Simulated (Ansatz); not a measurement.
[H···H···S], triplet: transfer scan

Starting geometry:

```
atom   x (Å)   y (Å)    z (Å)
   H  0.0000  0.0000  -1.1560
   H  0.0000  0.0000  -0.4110
   S  0.0000  0.0000   1.5670
```

From there H2 is moved from one fragment to the other while all else, the fragments' distance too, stays fixed, so the hump isn't the reaction's barrier; atoms are numbered as listed. Energies are in kcal/mol, counted from the starting geometry at the same level. Kohn–Sham curves are unrestricted where that lies lower.

Basis cc-pVTZ; Ansatz 0.2.0. Correlated methods freeze the noble-gas cores. Prefix R: restricted or restricted open-shell reference; prefix U: unrestricted.

A value is left out where its run failed or describes another state than the reference as far as symmetry and spin tell, or, spin-broken singlets apart, can't be checked.

Full CI isn't at hand for all of this; UCCSDT(Q) serves as the reference, and is uncertain by about the last step of the cluster series.

```tsv
distance H1-H2 (Å)	UCCSDT(Q)	PBE	revPBE	r2SCAN	PBE0	B3LYP	r2SCANh	wB97M-V	B2PLYP	RPA-PBE
0.745	0.0	0.0	0.0	0.0	0.0	0.0	0.0	0.0	0.0	0.0
0.830	3.1	–	–	1.6	1.8	2.1	1.8	2.7	2.7	3.0
1.001	14.6	8.0	9.0	9.3	10.5	11.3	10.1	13.3	13.2	14.2
1.172	20.6	12.6	14.0	13.0	15.1	16.6	13.8	18.8	18.5	20.4
1.343	20.1	14.3	16.0	13.5	15.2	17.8	14.0	18.4	18.2	20.3
```
